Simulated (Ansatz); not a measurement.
**AlFH3O+ (SMILES [OH2+][AlH][F]): one structure at several levels**

The task here is to estimate one member of a computed series from the others.

Program: Ansatz 0.2.0, Gaussian basis. Level of theory: single points in def2-TZVPP. These are calculated values, not measurements.

Correlated methods freeze the cores.

1 further run of the same task is left out (it didn't finish).

## The starting structure

SMILES `[OH2+][AlH][F]`, 6 atoms, charge 1, spin multiplicity 1.

Atoms are counted from 1 here; the program's logs count them from 0.

Bond lengths: O1–Al2 1.806 Å, O1–H4 0.971 Å, O1–H5 0.968 Å, Al2–F3 1.679 Å, Al2–H6 1.613 Å. Angles: Al2–O1–H4 107.6°, Al2–O1–H5 146.8°, H4–O1–H5 105.6°, O1–Al2–F3 103.9°, O1–Al2–H6 108.9°, F3–Al2–H6 147.1°.

Geometry (Å):

```
O    -0.6095    0.1917   -0.6292
Al    0.5648   -0.0215    0.7266
F     1.0509   -1.6231    0.5913
H    -0.6982   -0.6652   -1.0779
H    -1.2047    0.7937   -1.0980
H     0.7398    1.3864    1.4934
```

The first run:

Input file run/in.yaml:

```yaml
crystal:
  periodic: [false, false, false]
  atoms:
    - {symbol: O, position_ang: [-0.609510, 0.191709, -0.629174]}
    - {symbol: Al, position_ang: [0.564801, -0.021501, 0.726555]}
    - {symbol: F, position_ang: [1.050923, -1.623061, 0.591316]}
    - {symbol: H, position_ang: [-0.698155, -0.665194, -1.077895]}
    - {symbol: H, position_ang: [-1.204689, 0.793731, -1.098000]}
    - {symbol: H, position_ang: [0.739827, 1.386441, 1.493391]}
basis:
  gaussian: {orbitals: def2-TZVPP}
total_charge: 1
hamiltonian: {xc: pbe, dispersion: d4}
output: {forces: true}
```

Command:

```
> ansatz run in.yaml --threads 2 --pin off --events-out ev --progress --plain --max-ram 3481MiB
```

Among the steps run: PBE-D4/def2-TZVPP; r2SCAN-D4/def2-TZVPP; PBE0-D4/def2-TZVPP; wB97M-V/def2-TZVPP; CCSD(T)/def2-TZVPP.

One of the session's tables, all rows but one given; the rest of the session is left out.

```
   method  RMS force component (eV/Å)  angle to CCSD(T) forces (°)
   PBE-D4                           ?                            ?
r2SCAN-D4                       0.692                          4.1
  PBE0-D4                       0.716                          3.3
  wB97M-V                       0.732                          4.9
  CCSD(T)                       0.721                    reference
```

Estimate the missing values for PBE-D4.

As computed: RMS force component (eV/Å): 0.629; angle to CCSD(T) forces (°): 18.8. In the column «RMS force component (eV/Å)» it is the lowest.
